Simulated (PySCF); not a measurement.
Isomers of C2H3N. Method used: TDDFT CAM-B3LYP/def2-SVPD, vertical, gas phase, core orbitals frozen in the response in PySCF 2.14.0, density-fitted response routines. Geometries: PBE0-D3(BJ)/def2-SVP; one conformer of each isolated species. Triplets are in the Tamm–Dancoff approximation.

A. `CC#N`
B. `C1=NC1`
C. `[C-]#[N+]C`

Lowest singlet levels (six at most, fewer where fewer were computed) with oscillator strengths:

1. 7.96 eV (f 0.000); 8.19 eV (f 0.153 summed over 2 states); 8.27 eV (f 0.000 summed over 2 states); 8.71 eV (f 0.025); 8.98 eV (f 0.012 summed over 2 states); 10.29 eV (f 0.425) [of 10 roots; the last level is left out, as the window may have cut its degenerate partner]; T1 5.88 eV
2. 7.70 eV (f 0.000); 8.05 eV (f 0.003 summed over 2 states); 8.73 eV (f 0.005 summed over 2 states); 9.49 eV (f 0.035 summed over 2 states); 9.97 eV (f 0.029); 10.59 eV (f 0.181 summed over 2 states); T1 6.31 eV
3. 5.28 eV (f 0.000); 7.08 eV (f 0.036); 7.83 eV (f 0.001); 8.02 eV (f 0.007); 8.33 eV (f 0.066); 8.52 eV (f 0.008); T1 4.54 eV

Question: Match each spectrum to its molecule.

Answer: 1 = C, 2 = A, 3 = B.
- A: S1 at 7.70 eV, HOMO-1/HOMO→LUMO+1/LUMO+2 (≥88%); Löwdin shares by element: HOMO (one of a set within 0.03 eV) nitrogen 48%, carbon 46%; LUMO carbon 64%, hydrogen 23% or more; HOMO -10.94 and LUMO 0.96 eV; point group C3v, 1 of its 10 listed states under f = 0.0005.
- B: S1 at 5.28 eV, HOMO→LUMO (99%); Löwdin shares by element: HOMO carbon 50%, nitrogen 44%; LUMO carbon 50%, nitrogen 39%, hydrogen 10% or more; HOMO -9.46 and LUMO 0.57 eV; point group Cs, 1 of its 6 listed states under f = 0.0005.
- C: S1 at 7.96 eV, HOMO-2/HOMO-1→LUMO+1/LUMO+2 (≥84%); Löwdin shares by element: HOMO carbon 83% or more, nitrogen 15%; LUMO carbon 49% or more, hydrogen 38%; HOMO -10.20 and LUMO 1.07 eV; point group C3v, 3 of its 9 listed states under f = 0.0005.

A slash joins orbitals within 0.01 eV of each other, whose weights are summed (≥ marks a lower bound).
